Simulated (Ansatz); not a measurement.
A run of Ansatz (development build ahead of 0.2.0) on singlet CF4 at this shape:

```xyz
5

C     0.0393   -0.0309   -0.0016
F     0.7939    0.7959    0.7572
F     0.7448   -0.7668   -0.7124
F    -0.7321    0.7442   -0.7985
F    -0.7794   -0.7377    0.8000
```

Its results:

```json
{
  "Converged": "yes",
  "Reference energy": "-435.65697 hartree",
  "Correlation energy": "-0.87064 hartree",
  "Total energy": "-436.52761 hartree",
  "Spin squared of the determinant": "0.000"
}
```

Task: Which input gives this output? Name the method, the orbitals and the basis set, and write the input.

Result: RHF-MP2 in cc-pVDZ. An unrestricted run that stays on the closed shell gives the same numbers.

```yaml
crystal:
  periodic: [false, false, false]
  atoms:
    - { symbol: C, position_ang: [0.0393, -0.03087, -0.00157] }
    - { symbol: F, position_ang: [0.79388, 0.79593, 0.75718] }
    - { symbol: F, position_ang: [0.74483, -0.76682, -0.71239] }
    - { symbol: F, position_ang: [-0.73214, 0.74425, -0.79846] }
    - { symbol: F, position_ang: [-0.77938, -0.73767, 0.79996] }
basis:
  gaussian: { orbitals: cc-pVDZ }
hamiltonian:
  xc: hf
correlation:
  method: mp2
  frozen_orbitals: { C: 1, F: 1 }
```
